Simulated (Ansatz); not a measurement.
An input meant for BMe2H (C₂H₇B) (charge 0, singlet).

```yaml
crystal:
  periodic: [false, false, false]
  atoms:
    - {symbol: B, position_ang: [-0.542675, -0.926316, -0.028597]}
    - {symbol: C, position_ang: [2.405789, -1.044418, -0.002406]}
    - {symbol: H, position_ang: [2.928850, -1.544721, 1.966067]}
    - {symbol: H, position_ang: [3.371447, 0.743721, -0.438420]}
    - {symbol: H, position_ang: [3.198117, -2.577664, -1.162851]}
    - {symbol: C, position_ang: [-2.079996, 1.592552, 0.012048]}
    - {symbol: H, position_ang: [-2.793308, 1.855523, -1.942058]}
    - {symbol: H, position_ang: [-0.988769, 3.296013, 0.488348]}
    - {symbol: H, position_ang: [-3.795408, 1.502747, 1.185609]}
    - {symbol: H, position_ang: [-1.704048, -2.897418, -0.077740]}
basis:
  gaussian: {orbitals: "6-31++G**", fitting: {mean_field: def2-universal-jkfit}}
magnetization: {spin_polarized: true, initial_magnetization: 0}
hamiltonian: {xc: {name: B3LYP}}
scf: {omitted_lower_state_checks: [starts]}
output: {forces: true}
```

```sh
$ ansatz run in.yaml --threads 4 --pin off --events-out ev --progress --plain --max-ram 3916MiB
```

Shortened log:

```
Functional definition: B3LYP
  name "B3LYP"
  cite "Stephens, Devlin, Chabalowski & Frisch, J. Phys. Chem. 98, 11623 (1994) doi:10.1021/j100096a001"
  cite "Becke, Phys. Rev. A 38, 3098 (1988) doi:10.1103/PhysRevA.38.3098"
  cite "Lee, Yang & Parr, Phys. Rev. B 37, 785 (1988) doi:10.1103/PhysRevB.37.785"
  cite "Vosko, Wilk & Nusair, Can. J. Phys. 58, 1200 (1980) doi:10.1139/p80-159"
  parameter a0 = 0.2
  parameter ax = 0.72
  parameter ac = 0.81
  exchange = (1 - a0 - ax)*slater_x + ax*b88_x + a0*exact_x
  correlation = (1 - ac)*vwn_rpa_c + ac*lyp_c
these checks for a lower state are left out or cut short: starts
351 factors; integrals over basis functions are off by at most 4.4e-1 eV
mean field evaluation 1: about -2825.3776 eV, gradient 2.8e1 eV
mean field evaluation 2: about -2651.1709 eV, gradient 1.2e2 eV
mean field evaluation 4: about -2826.8770 eV, gradient 2.2e1 eV
mean field evaluation 8: about -2831.5916 eV, gradient 1.4e0 eV
mean field evaluation 16: about -2831.6118 eV, gradient 1.6e-3 eV
mean field evaluation 32: about -2832.4545 eV, gradient 5.4e-1 eV
mean field evaluation 64: about -2832.3724 eV, gradient 1.1e-5 eV
mean field -2832.46101141 eV, -104.0910222583 hartree, gradient 2.0e-5 eV, S^2 2.313713; 3 other end points of the search recorded, 0 dependent functions left out
the calculation of the forces begins
reference -2832.46150518 eV, -104.0910404042 hartree; 12, 12 occupied and 87, 87 virtual orbitals, 351 factors
Total energy: -2832.46150518 eV, -104.0910404042 hartree
Atom 0 at    -0.542675    -0.926316    -0.028597 Å, force    -0.251544    -1.388118    -0.040239 eV/Å
Atom 1 at     2.405789    -1.044418    -0.002406 Å, force     1.454497     0.022040     0.361650 eV/Å
Atom 2 at     2.928850    -1.544721     1.966067 Å, force    -0.521001     0.517262    -1.957470 eV/Å
Atom 3 at     3.371447     0.743721    -0.438420 Å, force    -1.008318    -1.949114     0.468321 eV/Å
Atom 4 at     3.198117    -2.577664    -1.162851 Å, force    -0.815126     1.554180     1.134211 eV/Å
Atom 5 at    -2.079996     1.592552     0.012048 Å, force    -1.130616     1.690300    -0.281501 eV/Å
Atom 6 at    -2.793308     1.855523    -1.942058 Å, force     0.756137    -0.284075     1.993455 eV/Å
Atom 7 at    -0.988769     3.296013     0.488348 Å, force    -1.195824    -1.861012    -0.507406 eV/Å
Atom 8 at    -3.795408     1.502747     1.185609 Å, force     1.840440     0.082175    -1.213644 eV/Å
Atom 9 at    -1.704048    -2.897418    -0.077740 Å, force     0.871354     1.616363     0.042624 eV/Å
Dipole moment:    -0.370258     0.168800    -0.016745 e Å
Checks for a lower state left out: starts
```

In this input the coordinates are in bohr but typed as ångström. The calculation finished and met its thresholds. The result belongs to that input, not to the species as meant.

The 6-31G sets use Cartesian d functions. B3LYP takes the VWN-RPA correlation. The unrestricted singlet has broken spin symmetry (⟨S²⟩ up to 2.31).
